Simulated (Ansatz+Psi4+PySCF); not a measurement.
**singlet NF3: levels of theory in one basis**

```json
{"atom": "N", "x (Å)": "0.0000", "y (Å)": "0.0000", "z (Å)": "0.4897"}
{"atom": "F", "x (Å)": "0.0000", "y (Å)": "1.2382", "z (Å)": "-0.1270"}
{"atom": "F", "x (Å)": "1.0723", "y (Å)": "-0.6191", "z (Å)": "-0.1270"}
{"atom": "F", "x (Å)": "-1.0723", "y (Å)": "-0.6191", "z (Å)": "-0.1270"}
```

Basis set: cc-pVTZ (spherical functions). Correlated methods keep 4 orbitals frozen. Charge 0, multiplicity 1.

Computed with Ansatz (development build ahead of 0.2.0) and Psi4 1.11; each method stands on the lowest determinant of its kind that the runs found.

```csv
method,E − E(RHF) (eV),<S²> of the determinant
RHF,0.00,0.00
RHF-MP2,-26.41,–
RHF-CCSD,-26.43,–
```

**Question.** What does RHF-CCSD(T) give on the same scale?

**Answer.** -27.42 eV.
